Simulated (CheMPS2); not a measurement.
# CH4OSi (SMILES CO[SiH]): DMRG/STO-3G, part 2 of 2

CheMPS2 1.8.12. The steps go on from the part before.

## 3. The doublet anion: the energy at DMRG/STO-3G

integrals.py reads:

```python
from pyscf import ao2mo, cc, dft, gto, mcscf, mp, scf
from pyscf.tools import fcidump

geom = """
C     -0.512400     0.485500    -0.338500
O     -0.443200    -0.446500     0.717600
Si     0.796900    -1.387300     1.229900
H     -1.296400     0.180800    -1.035500
H      0.443800     0.547500    -0.868700
H     -0.769300     1.467500     0.065400
H      1.841700    -0.915600     0.184100
"""
mol = gto.M(
    atom=geom,
    basis="sto-3g",
    charge=-1,
    spin=1,
    verbose=4,
)
print("basis functions          = %d" % (mol.nao))
mf = scf.ROHF(mol)
mf.conv_tol = 1e-10
mf.max_cycle = 200
mf.kernel()
if not mf.converged:
    mf = mf.newton().run(mf.mo_coeff, mf.mo_occ)
print(f"reference energy         = {mf.e_tot:.10f}")
# MP2, CCSD and CCSD(T) with the same frozen core
ref = scf.UHF(mol).run(mf.make_rdm1(), conv_tol=1e-10)
pt = mp.MP2(ref, frozen=7).run()
mycc = cc.CCSD(ref, frozen=7)
mycc.max_cycle = 150
mycc.kernel()
print(f"MP2 total energy         = {pt.e_tot:.10f}")
if mycc.converged:
    print(f"E(CCSD)                  = {mycc.e_tot:.10f}")
    print("E(CCSD(T))               = %.10f" % (mycc.e_tot + mycc.ccsd_t()))
# a few density functionals on the same geometry and basis
ks = dft.UKS(mol, xc="bhandhlyp").set(conv_tol=1e-9, verbose=3).run(mf.make_rdm1())
if ks.converged:
    print("E(BHLYP)                 = %.8f" % (ks.e_tot))
ks = dft.UKS(mol, xc="hse06").set(conv_tol=1e-9, verbose=3).run(mf.make_rdm1())
if ks.converged:
    print("E(HSE06)                 = %.8f" % (ks.e_tot))
ks = dft.UKS(mol, xc="revpbe").set(conv_tol=1e-9, verbose=3).run(mf.make_rdm1())
if ks.converged:
    print("E(revPBE)                = %.8f" % (ks.e_tot))
ks = dft.UKS(mol, xc="wb97x").set(conv_tol=1e-9, verbose=3).run(mf.make_rdm1())
if ks.converged:
    print("E(wB97X)                 = %.8f" % (ks.e_tot))
ks = dft.UKS(mol, xc="tpssh").set(conv_tol=1e-9, verbose=3).run(mf.make_rdm1())
if ks.converged:
    print("E(TPSSh)                 = %.8f" % (ks.e_tot))
# CCSD natural orbitals
occ_no, mo = mcscf.addons.make_natural_orbitals(cc.CCSD(mf.to_uhf(), frozen=7).run())
mf.mo_coeff = mo
# write the integrals of the correlated orbitals
cas = mcscf.CASCI(mf, 16, 19)
h1, ecore = cas.get_h1eff()
fcidump.from_integrals("FCIDUMP", h1, cas.get_h2eff(), 16, 19, nuc=ecore, ms=1)
```

dmrg.input reads:

```
FCIDUMP = FCIDUMP
GROUP = 0
MULTIPLICITY = 2
NELECTRONS = 19
IRREP = 0
EXCITATION = 0
SWEEP_STATES = 100, 150, 200, 200
SWEEP_ENERGY_CONV = 1e-04, 1e-04, 1e-04, 1e-06
SWEEP_MAX_SWEEPS = 4, 2, 4, 6
SWEEP_NOISE_PREFAC = 0.05, 0.05, 0.005, 0.0
SWEEP_DVDSON_RTOL = 3e-05, 3e-05, 3e-05, 3e-06
NOCC = 0
NACT = 16
NVIR = 0
MOLCAS_FIEDLER = TRUE
PRINT_CORR = FALSE
TMP_FOLDER = .
```

Started as:

```bash
$ python integrals.py && chemps2 --file=dmrg.input
```

What it wrote:

```text
$ python integrals.py

[INPUT] verbose = 4
[INPUT] num. atoms = 7
[INPUT] num. electrons = 33
[INPUT] charge = -1
[INPUT] spin (= nelec alpha-beta = 2S) = 1
[INPUT] symmetry False subgroup None
[INPUT] Mole.unit = angstrom
[INPUT] Symbol           X                Y                Z      unit          X                Y                Z       unit  Magmom
[INPUT]  1 C     -0.512400000000   0.485500000000  -0.338500000000 AA   -0.968295666227   0.917462033476  -0.639672293165 Bohr   0.0
[INPUT]  2 O     -0.443200000000  -0.446500000000   0.717600000000 AA   -0.837526618407  -0.843762714618   1.356067466988 Bohr   0.0
[INPUT]  3 Si     0.796900000000  -1.387300000000   1.229900000000 AA    1.505922748666  -2.621617052609   2.324174160603 Bohr   0.0
[INPUT]  4 H     -1.296400000000   0.180800000000  -1.035500000000 AA   -2.449840947886   0.341662483321  -1.956811401987 Bohr   0.0
[INPUT]  5 H      0.443800000000   0.547500000000  -0.868700000000 AA    0.838660454082   1.034625053199  -1.641605084410 Bohr   0.0
[INPUT]  6 H     -0.769300000000   1.467500000000   0.065400000000 AA   -1.453766307628   2.773173087799   0.123588088547 Bohr   0.0
[INPUT]  7 H      1.841700000000  -0.915600000000   0.184100000000 AA    3.480308603611  -1.730233239652   0.347898579532 Bohr   0.0

nuclear repulsion = 101.069904526142
number of shells = 15
number of NR pGTOs = 69
number of NR cGTOs = 23
basis = sto-3g
ecp = {}
CPU time:         0.82
basis functions          = 23

******** <class 'pyscf.scf.rohf.ROHF'> ********
method = ROHF
initial guess = minao
damping factor = 0
level_shift factor = 0
DIIS = <class 'pyscf.scf.diis.CDIIS'>
diis_start_cycle = 1
diis_space = 8
diis_damp = 0
SCF conv_tol = 1e-10
SCF conv_tol_grad = None
SCF max_cycles = 200
direct_scf = True
direct_scf_tol = 1e-13
chkfile to save SCF result = tmp13wuy04m
max_memory 1800 MB (current use 106 MB)
num. doubly occ = 16  num. singly occ = 1
Set gradient conv threshold to 1e-05
init E= -399.055126965258
[... the frontier-level lines of each cycle are left out ...]
cycle= 1 E= -398.809660625282  delta_E= 0.245  |g|= 0.488  |ddm|= 2.37
cycle= 2 E= -398.894229572386  delta_E= -0.0846  |g|= 0.158  |ddm|= 0.638
cycle= 3 E= -398.90483357583  delta_E= -0.0106  |g|= 0.0403  |ddm|= 0.204
cycle= 4 E= -398.905749058382  delta_E= -0.000915  |g|= 0.00663  |ddm|= 0.0605
cycle= 5 E= -398.905781138513  delta_E= -3.21e-05  |g|= 0.00134  |ddm|= 0.0132
cycle= 6 E= -398.905782489564  delta_E= -1.35e-06  |g|= 0.000225  |ddm|= 0.00311
cycle= 7 E= -398.905782526686  delta_E= -3.71e-08  |g|= 6.64e-05  |ddm|= 0.000485
cycle= 8 E= -398.905782530415  delta_E= -3.73e-09  |g|= 1.39e-05  |ddm|= 0.000164
cycle= 9 E= -398.905782530578  delta_E= -1.63e-10  |g|= 2.75e-06  |ddm|= 3.27e-05
cycle= 10 E= -398.905782530585  delta_E= -6.54e-12  |g|= 5.06e-07  |ddm|= 7.17e-06
Extra cycle  E= -398.905782530585  delta_E= -2.27e-13  |g|= 1.92e-07  |ddm|= 9.42e-07
converged SCF energy = -398.905782530585
reference energy         = -398.9057825306

******** <class 'pyscf.scf.uhf.UHF'> ********
method = UHF
initial guess = minao
damping factor = 0
level_shift factor = 0
DIIS = <class 'pyscf.scf.diis.CDIIS'>
diis_start_cycle = 1
diis_space = 8
diis_damp = 0
SCF conv_tol = 1e-10
SCF conv_tol_grad = None
SCF max_cycles = 50
direct_scf = True
direct_scf_tol = 1e-13
chkfile to save SCF result = tmpq5lbc65h
max_memory 1800 MB (current use 112 MB)
number electrons alpha = 17  beta = 16
Set gradient conv threshold to 1e-05
init E= -398.905782530585
cycle= 1 E= -398.906714879557  delta_E= -0.000932  |g|= 0.0115  |ddm|= 0.0598
cycle= 2 E= -398.906892964321  delta_E= -0.000178  |g|= 0.00555  |ddm|= 0.0247
cycle= 3 E= -398.906955413464  delta_E= -6.24e-05  |g|= 0.00163  |ddm|= 0.0208
cycle= 4 E= -398.906965382281  delta_E= -9.97e-06  |g|= 0.000383  |ddm|= 0.0115
cycle= 5 E= -398.906965872577  delta_E= -4.9e-07  |g|= 8.69e-05  |ddm|= 0.00286
cycle= 6 E= -398.906965889823  delta_E= -1.72e-08  |g|= 3.97e-05  |ddm|= 0.000357
cycle= 7 E= -398.906965894029  delta_E= -4.21e-09  |g|= 1.49e-05  |ddm|= 0.0002
cycle= 8 E= -398.90696589464  delta_E= -6.11e-10  |g|= 4.36e-06  |ddm|= 9.25e-05
cycle= 9 E= -398.906965894678  delta_E= -3.81e-11  |g|= 1.98e-06  |ddm|= 1.58e-05
Extra cycle  E= -398.906965894683  delta_E= -5.34e-12  |g|= 1.35e-06  |ddm|= 3.24e-06
converged SCF energy = -398.906965894683  <S^2> = 0.75428653  2S+1 = 2.0042819

******** <class 'pyscf.mp.ump2.UMP2'> ********
nocc = (np.int64(10), np.int64(9)), nmo = (16, 16)
frozen orbitals 7
max_memory 1800 MB (current use 121 MB)
E(UMP2) = -399.011488608457  E_corr = -0.104522713773205
E(SCS-UMP2) = -399.021435940626  E_corr = -0.114470045942205
E_corr(same-spin) = -0.0126429352911245
E_corr(oppo-spin) = -0.0918797784820807

******** <class 'pyscf.cc.uccsd.UCCSD'> ********
CC2 = 0
CCSD nocc = (np.int64(10), np.int64(9)), nmo = (16, 16)
frozen orbitals 7
max_cycle = 150
direct = 0
conv_tol = 1e-07
conv_tol_normt = 1e-06
diis_space = 6
diis_start_cycle = 0
diis_start_energy_diff = 1e+09
max_memory 1800 MB (current use 122 MB)
Init t2, MP2 energy = -0.104522714430794
Init E_corr(UCCSD) = -0.104522714432343
cycle = 1  E_corr(UCCSD) = -0.126149171235377  dE = -0.0216264568  norm(t1,t2) = 0.0682846
cycle = 2  E_corr(UCCSD) = -0.133970261519945  dE = -0.00782109028  norm(t1,t2) = 0.0252083
cycle = 3  E_corr(UCCSD) = -0.138274927401012  dE = -0.00430466588  norm(t1,t2) = 0.0119964
cycle = 4  E_corr(UCCSD) = -0.138590160420508  dE = -0.000315233019  norm(t1,t2) = 0.00299056
cycle = 5  E_corr(UCCSD) = -0.138485520416754  dE = 0.000104640004  norm(t1,t2) = 0.00147353
[... 8 lines left out ...]
UCCSD converged
[... 1 line left out ...]
MP2 total energy         = -399.0114886085
[... 12 lines left out ...]
converged SCF energy = -400.035077552961  <S^2> = 0.7515366  2S+1 = 2.001536
[... 10 lines left out ...]
converged SCF energy = -399.873884342393  <S^2> = 0.75136397  2S+1 = 2.0013635
[... 10 lines left out ...]
converged SCF energy = -399.988504616625  <S^2> = 0.75103008  2S+1 = 2.0010298
[... 10 lines left out ...]
converged SCF energy = -400.058560622868  <S^2> = 0.75144616  2S+1 = 2.0014456
[... 10 lines left out ...]
converged SCF energy = -400.12441113043  <S^2> = 0.75128222  2S+1 = 2.0012818
[... 14 lines left out ...]
Init t2, MP2 energy = -0.104791835896999
[... 14 lines left out ...]
UCCSD converged
[... 79 lines left out ...]
***     Minimum energy           = -399.000927194358
***     Maximum discarded weight = 0
[... 32 lines left out ...]
***     Minimum energy           = -399.043663918562
***     Maximum discarded weight = 4.38495992536502e-05
[... 6 lines left out ...]
***     Minimum energy           = -399.044899890397
***     Maximum discarded weight = 7.35867115852957e-05
[... 5 lines left out ...]
***     Minimum energy           = -399.045269034024
***     Maximum discarded weight = 9.33498772936251e-05
[... 6 lines left out ...]
***     Minimum energy           = -399.045415992381
***     Maximum discarded weight = 9.74717586645238e-05
[... 5 lines left out ...]
***     Minimum energy           = -399.045473348348
***     Maximum discarded weight = 9.67728386707807e-05
[... 6 lines left out ...]
***     Minimum energy           = -399.045541786869
***     Maximum discarded weight = 9.65378401583591e-05
[... 5 lines left out ...]
***     Minimum energy           = -399.045565211576
***     Maximum discarded weight = 9.69951524989197e-05
***     Energy difference with respect to previous leftright sweep = 5.2584407796985e-05
******************************************************************
***  Information on completed instruction 0:
***     The reduced virtual dimension DSU(2)               = 100
***     The total number of reduced MPS variables          = 35087
***     Minimum energy encountered during all instructions = -399.045565211576
***     Minimum energy encountered during the last sweep   = -399.045565211576
***     Maximum discarded weight during the last sweep     = 9.69951524989197e-05
******************************************************************
[... 14 site updates ...]
******************************************************************
***  Information on left sweep 0 of instruction 1:
***     Elapsed wall time        = 9.326923 seconds
***     Minimum energy           = -399.04621142442
***     Maximum discarded weight = 3.98588699915155e-05
******************************************************************
[... 14 site updates ...]
******************************************************************
***  Information on right sweep 0 of instruction 1:
***     Elapsed wall time        = 12.820848 seconds
***     Minimum energy           = -399.046471116524
***     Maximum discarded weight = 5.96412296217223e-05
***     Energy difference with respect to previous leftright sweep = 0.0011513004005792
******************************************************************
[... 14 site updates ...]
******************************************************************
***  Information on left sweep 1 of instruction 1:
***     Elapsed wall time        = 11.914477 seconds
***     Minimum energy           = -399.046648909534
***     Maximum discarded weight = 6.12129920703963e-05
******************************************************************
[... 14 site updates ...]
******************************************************************
***  Information on right sweep 1 of instruction 1:
***     Elapsed wall time        = 11.770655 seconds
***     Minimum energy           = -399.046685534071
***     Maximum discarded weight = 6.35751944644519e-05
***     Energy difference with respect to previous leftright sweep = 6.01292766191364e-05
******************************************************************
***  Information on completed instruction 1:
***     The reduced virtual dimension DSU(2)               = 150
***     The total number of reduced MPS variables          = 70757
***     Minimum energy encountered during all instructions = -399.046685534071
***     Minimum energy encountered during the last sweep   = -399.046685534071
***     Maximum discarded weight during the last sweep     = 6.35751944644519e-05
******************************************************************
[... 14 site updates ...]
******************************************************************
***  Information on left sweep 0 of instruction 2:
***     Elapsed wall time        = 15.259496 seconds
***     Minimum energy           = -399.047018353612
***     Maximum discarded weight = 3.43335345401712e-05
******************************************************************
[... 14 site updates ...]
******************************************************************
***  Information on right sweep 0 of instruction 2:
***     Elapsed wall time        = 18.20869 seconds
***     Minimum energy           = -399.047115909718
***     Maximum discarded weight = 4.40144832086959e-05
***     Energy difference with respect to previous leftright sweep = 0.000533409167928767
******************************************************************
[... 14 site updates ...]
******************************************************************
***  Information on left sweep 1 of instruction 2:
***     Elapsed wall time        = 18.324733 seconds
***     Minimum energy           = -399.04718999
***     Maximum discarded weight = 4.76317914548025e-05
******************************************************************
[... 14 site updates ...]
******************************************************************
***  Information on right sweep 1 of instruction 2:
***     Elapsed wall time        = 18.310278 seconds
***     Minimum energy           = -399.047206540074
***     Maximum discarded weight = 4.80660588789093e-05
***     Energy difference with respect to previous leftright sweep = 2.49159322152082e-05
******************************************************************
***  Information on completed instruction 2:
***     The reduced virtual dimension DSU(2)               = 200
***     The total number of reduced MPS variables          = 116116
***     Minimum energy encountered during all instructions = -399.047206540074
***     Minimum energy encountered during the last sweep   = -399.047206540074
***     Maximum discarded weight during the last sweep     = 4.80660588789093e-05
******************************************************************
[... 14 site updates ...]
******************************************************************
***  Information on left sweep 0 of instruction 3:
***     Elapsed wall time        = 25.519624 seconds
***     Minimum energy           = -399.047207137733
***     Maximum discarded weight = 4.8443788502356e-05
******************************************************************
[... 14 site updates ...]
******************************************************************
***  Information on right sweep 0 of instruction 3:
***     Elapsed wall time        = 25.544058 seconds
***     Minimum energy           = -399.047210664445
***     Maximum discarded weight = 4.83561163212727e-05
***     Energy difference with respect to previous leftright sweep = 4.71343446406536e-06
******************************************************************
[... 14 site updates ...]
******************************************************************
***  Information on left sweep 1 of instruction 3:
***     Elapsed wall time        = 25.524612 seconds
***     Minimum energy           = -399.047211566717
***     Maximum discarded weight = 4.83845467140878e-05
******************************************************************
[... 14 site updates ...]
******************************************************************
***  Information on right sweep 1 of instruction 3:
***     Elapsed wall time        = 25.527409 seconds
***     Minimum energy           = -399.047212600522
***     Maximum discarded weight = 4.84921315705493e-05
***     Energy difference with respect to previous leftright sweep = 4.15108104334649e-07
******************************************************************
***  Information on completed instruction 3:
***     The reduced virtual dimension DSU(2)               = 200
***     The total number of reduced MPS variables          = 115959
***     Minimum energy encountered during all instructions = -399.047212600522
***     Minimum energy encountered during the last sweep   = -399.047212600522
***     Maximum discarded weight during the last sweep     = 4.84921315705493e-05
******************************************************************
```

It took 5.4 min on 1 thread of Arm Neoverse N1, shared host; peak memory 0.22 GiB.

## 4. Results

This closing draws on all 2 parts.

Level: DMRG/STO-3G, 7 core orbitals frozen.

```
                                          quantity          value
                  run 1, DMRG/STO-3G: total energy  -399.30343 Eh
run 1, DMRG/STO-3G: T1 diagnostic of the CCSD step          0.022
                       doublet anion: total energy  -399.04721 Eh
 vertical electron affinity (to the doublet anion)      -6.972 eV
```

The anion lies 6.97 eV (673 kJ/mol) above the neutral: the electron isn't bound at this level, and such a value depends on the basis. Without diffuse functions anions come out too high. In a minimal basis such a difference can be off by several eV, whatever the method. The T1 diagnostic (run 1, DMRG/STO-3G) of 0.022 is above the customary mark for such species, so a single reference may not serve.
